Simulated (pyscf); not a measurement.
Structures and frequencies: ωB97X-D3(BJ)/def2-SVP in PySCF. Correlated levels are frozen-core, on RHF or UHF. ΔMP2 is the change of the MP2 total energy from the triple- to the quadruple-zeta basis.

Problem. `[O]=[Si]([OH])[OH]` + `[FH]` -> `[O]=[Si]([OH])[F]` + `[OH2]`
Surface: singlet. Broken: O–Si, F–H. Formed: F–Si, H–O. Give ΔE‡ and ΔE from CCSD(T)/def2-TZVPP + ΔMP2(QZVPP), relative to the separated reactants.

Solution. ΔE‡ = 2.4 kcal/mol, ΔE = -1.5 kcal/mol. Zero-point energy shifts the barrier by +0.5 kcal/mol. It is a four-centre exchange, with an imaginary mode of 633i cm⁻¹. On the reactant side the descent ends in an adduct with a F–Si contact, 3.6 kcal/mol under the separated species and 3.7 kcal/mol under the saddle at ωB97X-D3(BJ)/def2-TZVP. On the product side the descent ends in an adduct with a O–Si contact, 26.7 kcal/mol under the separated species and 28.0 kcal/mol under the saddle at ωB97X-D3(BJ)/def2-TZVP. What is counted as formed (F–Si) is already present as a longer contact in the reactant adduct; forming that adduct is a step of its own. What is counted as broken (O–Si) persists as a longer contact in the product adduct; parting that adduct is a step of its own. At ωB97X-D3(BJ)/def2-TZVP the barrier from the zero used here is 0.1 kcal/mol. One saddle was located; it need not be the lowest between these sides. The CCSD(T) − MP2 part came from Ansatz, without density fitting, on the same reference.
